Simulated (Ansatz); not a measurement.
Process, species as SMILES: OCl (OH-Cl) + H+ → [OH2+]Cl
B3LYP-D3(BJ)/def2-TZVP geometries, fixed; electronic energies without zero-point terms; positive where energy is released.

Energies in hartree at r2SCAN with Ansatz (an electronic-structure program); the proton affinity is their sum with the coefficients shown, times 627.509 kcal/mol a hartree; the bare proton counts zero. All functions are spherical. The proton sits at the site shown, which need not be the one that binds it best. No added dispersion term, no relativity.

| species | coefficient | part | cc-pV(D+d)Z | cc-pV(T+d)Z | cc-pV(Q+d)Z |
|---|---|---|---|---|---|
| OCl (OH-Cl) | +1 | r2SCAN | -535.89332 | -535.94107 | -535.95248 |
| [OH2+]Cl | -1 | r2SCAN | -536.14673 | -536.19385 | -536.20483 |

**Question.** Predict the proton affinity in cc-pV(5+d)Z (X = 5): let each r2SCAN step shrink by the ratio of the last two. Compare with the run.

**Answer.** 
- OCl (OH-Cl): steps -0.04775 and -0.01141, ratio 0.239, so r2SCAN -535.95521 (run: -535.95743).
- [OH2+]Cl: steps -0.04712 and -0.01098, ratio 0.233, so r2SCAN -536.20739 (run: -536.20929).
Predicted 158.25 kcal/mol; the run in cc-pV(5+d)Z gives 158.04, a miss of 0.20. Keeping the value in cc-pV(Q+d)Z, 158.35, would miss by 0.31. All sums are of the energies as printed.
